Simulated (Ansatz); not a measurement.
**Structure optimisation: ruthenium, hcp**

Method: DFT, PBEsol, plane waves (420 eV) with PAW, scalar-relativistic in Ansatz 0.2.0. The PAW files were generated under PBE, with cores re-solved for the functional.

k-point mesh 13×13×8, Fermi-Dirac smearing 0.1 eV, no spin polarisation. Cell and atoms relax.

Starting structure:

```
CELL_PARAMETERS angstrom
2.70389 0.00000 0.00000
-1.35194 2.34164 0.00000
0.00000 0.00000 4.28168
ATOMIC_POSITIONS crystal
Ru 0.33333 0.66667 0.25000
Ru 0.66667 0.33333 0.75000
```

**Question.** What cell does the relaxation end in?

**Answer.** P6_3/mmc with a = 2.693 Å, c = 4.243 Å (c/a = 1.576); 13.33 Å³ per atom against 13.55 at the start (-1.7 %).

**Question.** How much energy does the relaxation gain?

**Answer.** 4.5 meV per atom.
